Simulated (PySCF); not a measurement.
Telling isomers of C$_{5}$H$_{7}$F apart by NMR

Method: GIAO PBE0/pcSseg-1 shieldings, structure optimised with GFN2-xTB, J: B3LYP/pcJ-1 (spin–dipole term left out of most H,H and C,H couplings), in PySCF (fast rotation and ring inversion assumed for equivalent nuclei, gas phase, non-relativistic, one computed conformer).

Shifts are taken against calculated references (same method and geometry level): 1H (31.72 ppm), 13C (186.93 ppm) against TMS. Multiplet labels drop J under 1 Hz and among equivalent protons, and merge close values. Unscaled 3J(H,H) run several per cent high. Vicinal couplings that depend on rotamer populations or ring flexing (ring, CH–CH, X–H and H–F types) are those of the one conformer. One-bond C–F couplings are unscaled and too large by tens of Hz. Shifts are as computed. Against solution values, carbons near 30 ppm lie about +3 ppm off and those near 130 ppm about +5 ppm. Of 1309 compounds with measured shifts, 239 miss one by over three times the rms of a fit or turn the order of signals round; such compounds aren't used in these exercises. Across acyclic CH2–CH2 and CH–CH2 bonds, 3J(H,H) assumes equally populated rotamers.

(1) Tabulate the signals of `FC[C@@H]1[C@H]2C[C@@H]12`, `FCC1=CCC1` and their relative energies.

(2) What is the quickest way to tell FC[C@@H]1[C@H]2C[C@@H]12 from FCC1=CCC1?

Answers

(1) 
| SMILES | carbon types | δC | δH | E rel. (kcal/mol) |
| --- | --- | --- | --- | --- |
| FC[C@@H]1[C@H]2C[C@@H]12 | 3×CH 2×CH2 | 87.0, 43.4, 27.6, 3.6 | 4.51 (dd, 2H), 1.83 (d, 2H), 1.21 (td, 1H), 0.92 (td, 1H), 0.32 (d, 1H) | 14.3 |
| FCC1=CCC1 | 1×C 1×CH 3×CH2 | 154.5, 143.8, 82.5, 31.6, 29.1 | 6.38 (d of sept, 1H), 5.07 (d of sext, 2H), 2.72 (m, 2H), 2.51 (m, 2H) | 0.0 |

Energies are electronic energies at PBE0/pcSseg-1 on these geometries, without zero-point or thermal terms, each for the one conformer computed, which needn't be the lowest.

(2) Count the carbon signals: 4 against 5. The first has a three-membered-ring carbon (CH) at 43.4 ppm, the second a fully substituted alkene carbon (C) at 154.5 ppm. Their most deshielded carbons lie at 87.0 and 154.5 ppm. In the proton spectra the most deshielded non-exchanging signals are 4.51 (dd, J = 54.0, 5.3 Hz, 2H) and 6.38 (d of sept, J = 7.5, 1.2 Hz, 1H).
